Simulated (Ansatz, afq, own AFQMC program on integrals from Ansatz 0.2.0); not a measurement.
As, quartet in def2-TZVPP, levels against full CI

A free As atom.

Basis def2-TZVPP. Only valence electrons are correlated. Ansatz 0.2.0 and our own AFQMC program on the same integrals; the CISD trial comes from CCSD amplitudes, and released means the phaseless constraint is let go. Error bars are statistical, one sigma. No spin–orbit coupling.

Determinant: UHF, the one that the program's search chose, which needn't be the lowest solution.

Full CI on the same integrals is exact in this basis and with this determinant's frozen core.

Cautions: no relativity below Rb; no spin-orbit coupling; inner d shell frozen.

* T1 diagnostic: 0.0032
* weight of the determinant in the CISD state: 0.947
* ⟨S²⟩ of the determinant: 3.751
* size of the correlated space: 5 electrons in 34 orbitals

```tsv
level	correlation energy (eV)
MP2	-1.9515
CCSD	-2.3375
CCSD(T)	-2.4152
```

(1) Estimate where phaseless AFQMC with the Hartree–Fock trial lies against CCSD(T) on the same integrals.

(1) 1.3 ± 1.0 kJ/mol below CCSD(T). The gap is under twice the noise, so this walk alone can't tell the two apart.

Reference: full CI, correlation energy -2.433 eV. The released energy is read at 1.50 1/Eh (meV from the phaseless value at times in 1/Eh: -1.0 ± 0.8 at 0.24, -1.5 ± 0.8 at 0.50, -3.1 ± 0.7 at 1.00, -2.2 ± 0.5 at 1.50).

```tsv
level	E − E(reference) (kJ/mol)	share of correlation (%)
CCSD(T)	1.7	99.27
CCSDT	0.2	99.90
CCSDT(Q)	0.0	99.99
CCSDTQ	0.0	100.00
ph-AFQMC/HF	0.4 ± 1.0	99.82
ph-AFQMC/CISD	0.3 ± 0.09	99.86
released AFQMC	0.1 ± 0.05	99.95
```

CCSDT and higher add their correlation energy to the determinant of the CCSD(T) run, since their own runs factorise the integrals more tightly (a shift of under 2 meV). A walk keeps the symmetry of its determinant, which the program's search chose and which needn't be the lowest solution, so a lower state of the same spin and another symmetry isn't excluded. Released energies are given only where the last usable release times agree within the noise; a slower fall can still hide under it.
